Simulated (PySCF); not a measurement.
# Electric field gradients and quadrupole coupling constants

Al(CO)H3, CH3AlO.
Structure used (PBE0-D3(BJ)/def2-SVP), in Å, numbered top down from 1:
```xyz
6
CH3AlO angstrom
Al    -0.1366   -0.2294   -0.7890
C      0.2143    0.3694    1.2513
O      0.4014    0.6736    2.3169
H      1.3930   -0.5756   -1.0985
H     -0.7295    1.1770   -1.2629
H     -1.1427   -1.4150   -0.4178
```

Field gradients from the PBE0/pcSseg-1 (pcSseg-2 on Al) density (PySCF, non-relativistic), principal values in atomic units, ordered |Vxx| ≤ |Vyy| ≤ |Vzz|:

| atom | Vxx | Vyy | Vzz |
| --- | --- | --- | --- |
| Al1 | -0.5215 | -0.5248 | 1.0463 |
| O3 | 0.3090 | 0.3116 | -0.6206 |

Problem. Find the asymmetry η = (Vxx − Vyy)/Vzz and the couplings χ = eQV/h (234.96 MHz × Q in barn × V in au), with Q(27Al) = 0.1466 b, Q(17O) = −0.0256 b.

Solution. 
```json
{"atom": "Al1", "environment": "aluminium bonded to C and 3 H", "nucleus": "27Al", "η": "0.00", "χzz (MHz)": "36.04", "χxx (MHz)": "-17.96", "χyy (MHz)": "-18.08"}
{"atom": "O3", "environment": "oxygen bonded to C", "nucleus": "17O", "η": "0.00", "χzz (MHz)": "3.733", "χxx (MHz)": "-1.859", "χyy (MHz)": "-1.874"}
```

The gradient is axial or nearly so (η below 0.05) at Al1 and O3. The tensor is traceless: Vxx + Vyy + Vzz = 0.

Problem. What is Vzz at Al1 in SI units (1 au = 9.71736 × 10²¹ V/m²)?

Solution. 1.0463 au = 10.167 × 10²¹ V/m².

Problem. And the gradient at the other heavy atoms, for which no coupling is worked out here?

Solution. 
```tsv
atom	environment	Vzz (au)	η
C2	carbon bonded to Al and O	-0.911	0.00
```

Geometry: PBE0-D3(BJ)/def2-SVP; no solvent, vibrations or thermal averaging. The small basis limits the accuracy of the gradients.
